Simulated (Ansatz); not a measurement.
A rate constant, worked out

An elementary step of CH₅ClSi, singlet (CH₅ClSi ([CH3][SiH2][Cl]) → SiHCl ([SiH][Cl]) + CH₄; Si–C, Si–H broken or loosened, C–H formed or tightened). The start structure is the reactant molecule, and the electronic barrier above it is 3.337 eV by CCSD(T) at an estimated basis limit (MP2 extrapolated from triple and quadruple zeta, plus CCSD(T) − MP2 in triple zeta). Ansatz 0.2.0; basis: def2-TZVPP and def2-QZVPP; cores frozen in the correlated methods. Extrapolation: Hartree–Fock as exp(−7.88 √X), correlation as X^−2.97. Harmonic wavenumbers at PBE0-D4/def2-TZVP (Ansatz 0.2.0), in cm⁻¹:

Start: 166, 198, 492, 528, 678, 699, 755, 883, 910, 959, 1278, 1442, 1448, 2238, 2242, 3052, 3137, 3149.

Saddle: 1265i, 139, 203, 445, 524, 557, 657, 735, 837, 973, 1182, 1433, 1447, 2205, 2254, 3067, 3172, 3200.

Task: Work out the transition-state-theory rate constant at 500 K from these numbers alone (harmonic vibrations; rotation, path degeneracy and anharmonicity left out), and the Wigner tunnelling factor. Use 1 cm⁻¹ = 1.2398 × 10⁻⁴ eV and k_B = 8.617 × 10⁻⁵ eV/K.

Result: Zero-point energies, half the sums: start 24254/2 cm⁻¹ = 1.5036 eV; saddle, real modes only, 23030/2 cm⁻¹ = 1.4277 eV.
Barrier with zero-point energy: 3.337 + 1.4277 − 1.5036 = 3.2611 eV.
k_BT = 0.04309 eV, so the barrier is 75.69 k_BT.
Vibrational partition functions from the zero-point level, ln q = −Σ ln(1 − exp(−hν/k_BT)): start 3.029, saddle 3.245.
k = (k_BT/h) exp(ln q‡ − ln q) exp(−E0/k_BT), with log₁₀(k_BT/h in s⁻¹) = 13.02: log₁₀ k = 13.02 + (0.216 − 75.69)/2.3026 = -19.76, so k ≈ 2 × 10^(-20) s⁻¹.
Wigner factor: 1 + (hν‡/k_BT)²/24 = 1 + (3.64)²/24 = 1.55. A change of 1 kcal/mol (0.043 eV) in the barrier would change k by a factor of 2.7 at this temperature.

The T1 diagnostic stays at or below 0.013. The restricted Hartree–Fock reference is unstable towards an unrestricted one at one or more of these structures.

Losses and insertions of silylenes and their heavier kin drive the gas-phase chemistry of silicon and germanium vapour deposition.

Labels in which every atom is bracketed show which atoms are joined, not bond orders.

For scale, one of the runs: CCSD(T)/def2-TZVPP, 185 basis functions, launched by `ansatz run in.yaml --threads 2 --pin off --events-out ev --progress --plain --max-ram 4352MiB`. Time: 37 s of wall clock on 2 CPU threads of an Arm Neoverse V1; the host was shared. Peak host memory: 1.7 GiB.
